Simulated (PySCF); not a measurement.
## How good is the calculation?

Mapped SMILES: `[O:1]=[C:2]1[CH:3]=[CH:4][C:5](=[O:6])[CH:7]=[CH:8]1`; H(Xn) means a hydrogen on atom n.

PySCF calculation with coordinates at the PBE0-D3(BJ)/def2-TZVP level and shielding tensors at B97-2/pcSseg-2 (GIAO); no solvent model, one computed conformer, non-relativistic Hamiltonian, fast rotation and ring inversion assumed for equivalent nuclei.

Reference values: measured (solution, toluene; L. Olsson, D. Cremer, J. Phys. Chem. 100 (1996) 16881).
```json
{"atoms": "O1/O6", "quantity": "δ ¹⁷O vs gaseous H2O", "reference": "671.2", "computed": "737.9"}
```

Reference values: measured (toluene; Olsson, Cremer, J. Phys. Chem. 1996, 100, 16881).
```
atoms            quantity  reference  computed
O1/O6  δ ¹⁷O vs H2O (gas)      671.2     737.9
```

Computed shifts are σ(ref) − σ with the named reference compound (TMS for H and C) calculated as an isolated molecule at the same level. The measured values may be among those fitted. Shieldings were converted by a linear fit to measured shifts: ¹⁷O: δ = 274.03 − 0.947σ (rms 12.2 ppm, 99 shifts vs liquid water, solution or neat liquid). A few per cent of atoms miss by over 2 rms, more outside the fitted compound classes.

Q: How far are the unscaled ¹⁷O shifts from the references?

A: Mean signed difference +66.70 ppm, mean absolute 66.70 ppm over 2 comparisons; the largest is +66.7 ppm at O1/O6 (ketone oxygen).
